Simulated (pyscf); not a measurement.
**Routes from HO–Ge:–OH [singlet]**

Candidate steps break at most two bonds and form at most two. Each was searched with GFN2-xTB (tblite) first. Single points on ωB97X-D3(BJ)/def2-SVP structures (PySCF, gas phase). Energies: ωB97M-D3(BJ)/def2-TZVP, kcal/mol, from the reactant's lowest minimum found, singlet surface; ΔG‡ with ideal gas, 1 atm, RRHO with modes under 100 cm⁻¹ raised to 100, one conformer, R ln 2 for chiral ones without a mode under 150 cm⁻¹.

| products | type | ΔE‡ | ΔE | ΔG‡ 298 K | ΔG‡ 900 K | ν‡ (cm⁻¹) |
|---|---|---|---|---|---|---|
| H₂O + O=Ge: [singlet] | elimination | 36.4 | +38.0 | – | – | 1212i |
| O=GeH–OH | hydrogen shift | 91.3 | +42.7 | 86.7 | 85.6 | 1401i |
| O=Ge=O + H₂ | elimination | 132.7 | +89.6 | 127.5 | 129.5 | 1016i |

A dash marks a saddle under its separated products, where this table gives no free-energy barrier. Row 1: On the product side the descent ends in a bound adduct, 9.8 kcal/mol under the separated species and 7.0 kcal/mol under the saddle at ωB97X-D3(BJ)/def2-TZVP. Row 3: On the reactant side the descent ends in a point that may be a rotor saddle (no frequency run), 2.2 kcal/mol over the lowest minimum found and 130.3 kcal/mol under the saddle at ωB97X-D3(BJ)/def2-TZVP. 

Plain bond fissions and candidates not yet searched are not listed, and one of them may be faster. Each barrier is that of the saddle found; lower ones may exist. 2 of the closed-shell references are unstable towards spin polarisation; treat their single-reference values with care. Elements up to Kr have no core potential and no relativistic terms here.
